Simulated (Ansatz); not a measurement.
## Rubidium, bcc: convergence with Gaussian smearing

Computed with Ansatz, LDA, scalar-relativistic PAW, on the relaxed cell (a = 5.372 Å; spin not included). Errors count from a run at 420 eV on a Γ-centred 14×14×14 mesh with Fermi-Dirac smearing of 0.1 eV, extrapolated to zero width. Fixed here: cutoff 420 eV, mesh 8×8×8. The SCF starts from atomic densities corrected by a trained network.

```
width (eV)  E(σ→0) error (meV/atom)  F error (meV/atom)  P (GPa)  SCF iterations
      0.01                      8.8                 8.6     0.03               6
      0.03                      8.5                 8.0     0.03               6
       0.1                      7.7                 3.8     0.02               6
       0.2                      5.4                -5.8     0.01               6
       0.3                      3.0               -18.6     0.01               6
       0.6                     -2.3               -77.6     0.03               6
       1.0                     -4.6              -209.4     0.11               6
```
